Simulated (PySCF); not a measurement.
Estimate the missing entries of this data sheet.

C4H7ClO.
Bonds: C1–C2, C2–C3, C3–C4, C4–O5 (double), C4–Cl6. Hydrogens: H7, H8, H9 on C1; H10, H11 on C2; H12, H13 on C3.

Conformer (atom-mapped SMILES and torsion angles): `[CH3:1][CH2:2][CH2:3][C:4](=[O:5])[Cl:6]`: C1–C2–C3–C4 180°, C2–C3–C4–O5 0°.

| property | level | value |
| --- | --- | --- |
| point group of the GFN2-xTB geometry | GFN2-xTB | ? |
| rotational constants A, B, C of the GFN2-xTB geometry | GFN2-xTB | 6.929, 1.334, 1.143 GHz |
| dipole moment | PBE0/def2-SVPD | ? |
| HOMO energy | PBE0/def2-SVPD | ? |
| LUMO energy | PBE0/def2-SVPD | ? |
| lowest singlet excitation | TDDFT PBE0/def2-SVPD | 5.23 eV (237 nm, f = 0.000) |
| strongest line among the 8 lowest singlet transitions | TDDFT PBE0/def2-SVPD | S6 at 7.98 eV (155 nm, f = 0.049) |
| lowest triplet excitation (Tamm–Dancoff) | TDA PBE0/def2-SVPD | 4.68 eV |
| static isotropic polarisability | PBE0/def2-SVPD | ? |
| electronic spatial extent ⟨r²⟩ about the centre of nuclear charge | PBE0/def2-SVPD | ? |

The electronic properties come from PySCF, for the isolated species, density fitting.

**Question.** The point group of the GFN2-xTB geometry?

**Answer.** Cs.

**Question.** What is the electronic spatial extent ⟨r²⟩ about the centre of nuclear charge?

**Answer.** 989 bohr².

**Question.** The LUMO energy?

**Answer.** -1.11 eV.

**Question.** Give the static isotropic polarisability.

**Answer.** 66.9 au.

**Question.** Give the dipole moment.

**Answer.** 3.05 D.

**Question.** The HOMO energy?

**Answer.** -8.60 eV.

With B = h/(8π²I), that is 505.379 GHz u Å² over I, the principal moments of inertia are 72.9, 378.7 and 442.3 u Å² (most abundant isotopes). In atomic units the dipole is 1.20 e·bohr (1 au = 2.5417 D). The 8 singlets span 5.23 to 8.25 eV, and their oscillator strengths add up to 0.10.

For the TDDFT job (PBE0/def2-SVPD), on one thread, x86-64 server, shared host, this took 18 s of wall time.

One conformer stands for the species.
